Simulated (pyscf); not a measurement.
# Routes from HO–SiH(F)–F (SMILES O[SiH](F)F) + HF (SMILES F)

Candidate steps break at most two bonds and form at most two. Each was searched with GFN2-xTB (tblite) first. Single points on ωB97X-D3(BJ)/def2-SVP structures (PySCF, gas phase). Energies: ωB97M-D3(BJ)/def2-TZVP, kcal/mol, from the separated reactants, singlet surface; ΔG‡ with ideal gas, 1 atm, RRHO with modes under 100 cm⁻¹ raised to 100, one conformer, R ln 2 for chiral ones without a mode under 150 cm⁻¹.

| products | type | ΔE‡ | ΔE | ΔG‡ 298 K | ΔG‡ 900 K | ν‡ (cm⁻¹) |
|---|---|---|---|---|---|---|
| F–SiH(F)–F + H₂O | four-centre exchange | 13.9 | -8.3 | 24.2 | 46.9 | 824i |
| HO–Si(F)(F)–F + H₂ | four-centre exchange | 27.2 | -30.9 | 36.5 | 58.2 | 1065i |

Row 1: On the reactant side the descent ends in a complex, 5.2 kcal/mol under the separated species and 19.4 kcal/mol under the saddle at ωB97X-D3(BJ)/def2-TZVP. Row 2: On the reactant side the descent ends in a complex (not fully relaxed), 6.6 kcal/mol under the separated species and 34.3 kcal/mol under the saddle at ωB97X-D3(BJ)/def2-TZVP. 

Plain bond fissions and candidates not yet searched are not listed, and one of them may be faster. Each barrier is that of the saddle found; lower ones may exist.
